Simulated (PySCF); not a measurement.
# One shape, several levels: PN (phosphorus nitride)

Aim: a comparison of 6 runs (B2PLYP/STO-6G, M06-2X/STO-6G, r2SCAN/STO-6G, CCSDT/STO-6G, NEVPT2(2,2)/STO-6G, FCI/STO-6G) of PN (phosphorus nitride). 

The results are computed with PySCF 2.14.0.

14 further runs of the same task are left out: 4 that didn't finish, 10 set aside as unsound or not needed.

## (1) The structure to begin with

The species is PN (2 atoms), meant as a singlet with charge 0. As SMILES, `N#P`. The N1–P2 distance was set to 1.789 Å, away from the relaxed value.

Bond lengths: N1–P2 1.789 Å.

## (2) The energy at B2PLYP/STO-6G (run 1)

Input file run.py:

```python
from pyscf import gto, dft, mp

system = gto.M(
    atom='''
N        0.000000       0.000000      -0.298134
P        0.000000       0.000000       1.490866
''',
    basis='sto-6g',
    charge=0,
    max_memory=1860,
    verbose=3,
)

myscf = dft.RKS(system)
myscf.xc = '0.53*HF + 0.47*B88, 0.73*LYP'
myscf.conv_tol = 1e-10
myscf.grids.level = 5
myscf.kernel()
if not myscf.converged:
    myscf = myscf.newton().run(myscf.mo_coeff, myscf.mo_occ)

pt = mp.MP2(myscf, frozen=6).run()
e_tot = myscf.e_tot + 0.27 * pt.e_corr
print('PT2 part  %.8f' % (0.27 * pt.e_corr))
print('E = %.10f Eh' % e_tot)
```

The run is started by

```console
OMP_NUM_THREADS=1 python run.py
```

Standard output:

```text
converged SCF energy = -394.284529884343
E(RMP2) = -394.736105660361  E_corr = -0.451575776017783
E(SCS-RMP2) = -394.713931789614  E_corr = -0.42940190527083
PT2 part  -0.12192546
E = -394.4064553439 Eh
```

Wall time 1.9 s (1 thread of Arm Neoverse V1, shared host); peak memory 0.16 GiB.

## (3) A single-point energy at M06-2X/STO-6G (run 2)

Input file mol.xyz:

```xyz
2
NP
N      0.000000     0.000000    -0.298134
P      0.000000     0.000000     1.490866
```

Input file run.py:

```python
from pyscf import gto, dft

system = gto.M(
    atom='mol.xyz',
    max_memory=1860,
    spin=0,
    charge=0,
    basis='sto-6g',
    verbose=3,
)

mf = dft.RKS(system, xc='m06-2x')
mf.conv_tol = 1e-10
mf.grids.level = 5
mf.kernel()
if not mf.converged:
    mf = mf.newton().run(mf.mo_coeff, mf.mo_occ)

e_final = mf.e_tot
print('Final energy', e_final)
```

The run is started by

```console
OMP_NUM_THREADS=1 python run.py
```

Standard output:

```text
converged SCF energy = -394.500817181529
Final energy -394.50081718152927
```

Run time: 2.3 s. Hardware: 1 thread of Arm Neoverse V1, shared host; peak memory 0.16 GiB.

Run 3 isn't shown in full; the table further down has it.

## (4) The energy at CCSDT/STO-6G (run 4)

Input file job.py:

```python
from pyscf import gto, cc

mol = gto.M(
    atom='''
N      0.000000     0.000000    -0.563392
P      0.000000     0.000000     2.817328
''',
    unit='bohr',
    charge=0,
    max_memory=1860,
    basis='sto-6g',
    verbose=3,
)

calc0 = mol.RHF()
calc0.conv_tol = 1e-10
calc0.kernel()
if not calc0.converged:
    calc0 = calc0.newton().run(calc0.mo_coeff, calc0.mo_occ)

mycc = cc.CCSDT(calc0, frozen=6)
mycc.kernel()
e_final = mycc.e_tot
print('Final energy', e_final)
```

The run is started by

```console
OMP_NUM_THREADS=1 python job.py
```

Standard output:

```text
converged SCF energy = -393.61838233311
_make_eris_incore_RCCSDT

WARN: A large `blksize` is being used, which may cause large memory consumption
      for storing contraction intermediates. If memory is sufficient, consider using
      `pyscf.cc.rccsdt_highm.RCCSDT` instead.

WARN: A large `blksize_oovv` is being used, which may cause large memory consumption
      for storing contraction intermediates. If memory is sufficient, consider using
      `pyscf.cc.rccsdt_highm.RCCSDT` instead.

WARN: A large `blksize_oooo` is being used, which may cause large memory consumption
      for storing contraction intermediates. If memory is sufficient, consider using
      `pyscf.cc.rccsdt_highm.RCCSDT` instead.

RCCSDT converged
E(RCCSDT) = -393.8680952732909   E_corr = -0.2497129401811833
E_corr(same-spin) = -0.0177146275879396
E_corr(oppo-spin) = -0.231998312593244
Final energy -393.8680952732909
```

It took 1.1 s on 1 thread of Arm Neoverse V1, shared host; peak memory 0.12 GiB.

Run 5 isn't shown in full; the table further down has it.

## (5) The energy at FCI/STO-6G (run 6)

Input file input.py:

```python
from pyscf import gto, scf, mcscf
from pyscf import fci

mol = gto.M(
    atom='''
N      0.000000     0.000000    -0.563392
P      0.000000     0.000000     2.817328
''',
    basis='sto-6g',
    verbose=3,
    max_memory=1860,
    spin=0,
    unit='bohr',
)

mf = scf.RHF(mol)
mf.conv_tol = 1e-10
mf.kernel()
if not mf.converged:
    mf = mf.newton().run(mf.mo_coeff, mf.mo_occ)

cas = mcscf.CASCI(mf, mf.mo_coeff.shape[-1] - 6, (mol.nelec[0] - 6, mol.nelec[1] - 6))  # full CI above the frozen core
cas.fcisolver = fci.direct_spin0.FCI(mol)  # even spin states alone
cas.kernel()
print('<S^2> = %.4f' % cas.fcisolver.spin_square(cas.ci, cas.ncas, cas.nelecas)[0])
energy = cas.e_tot
print('Final energy', energy)
```

The run is started by

```console
OMP_NUM_THREADS=1 python input.py
```

Standard output:

```text
converged SCF energy = -393.61838233311
CASCI E = -393.876912092069  E(CI) = -23.2255312327550  S^2 = 0.0000000
<S^2> = 0.0000
Final energy -393.87691209206884
```

Run time: 0.99 s. Hardware: 1 thread of Arm Neoverse V1, shared host; peak memory 0.12 GiB.

## (6) All runs side by side

```csv
run,level,frozen core orbitals,integration grid,energy (Eh),dipole moment (D) of the reference,HOMO energy (eV),LUMO energy (eV),wall time
1,B2PLYP/STO-6G,6,5,-394.406455,1.88,-5.26,2.62,1.9 s
2,M06-2X/STO-6G,–,5,-394.500817,1.83,-5.54,2.26,2.3 s
3,r2SCAN/STO-6G,–,5,-394.558325,1.84,-3.75,0.15,2.3 s
4,CCSDT/STO-6G,6,–,-393.868095,1.91,-6.47,5.20,1.1 s
5,"NEVPT2(2,2)/STO-6G",–,–,-393.862484,1.91,-6.47,5.20,1 s
6,FCI/STO-6G,6,–,-393.876912,1.91,-6.47,5.20,0.99 s
```

## (7) Outcome

| quantity | value |
| --- | --- |
| run 6: total energy | -393.87691 Eh |
| run 6: dipole moment (Hartree–Fock density) | 1.91 D |
| run 6: HOMO energy (Hartree–Fock orbitals) | -6.47 eV |
| run 6: LUMO energy (Hartree–Fock orbitals) | 5.20 eV |
| run 6: HOMO–LUMO gap (Hartree–Fock orbitals) | 11.67 eV |
| run 6: correlation energy (6 core orbitals frozen) | -258.5 mEh |

In words: Against full CI in this basis: CCSDT +8.8 mEh. Over runs 1, 2, 3 the dipole moment (its size) runs from 1.83 D (M06-2X/STO-6G) to 1.88 D (B2PLYP/STO-6G). A double hybrid's value is that of its SCF part. Over runs 1, 2, 3 the HOMO–LUMO gap runs from 3.89 eV (r2SCAN/STO-6G) to 7.88 eV (B2PLYP/STO-6G). Totals of different functionals can't be ranked against each other. In runs 1, 2, 3, 4, 5, 6 the basis is minimal, so the values are rough. All runs together took 9.6 s, the longest 2.3 s.
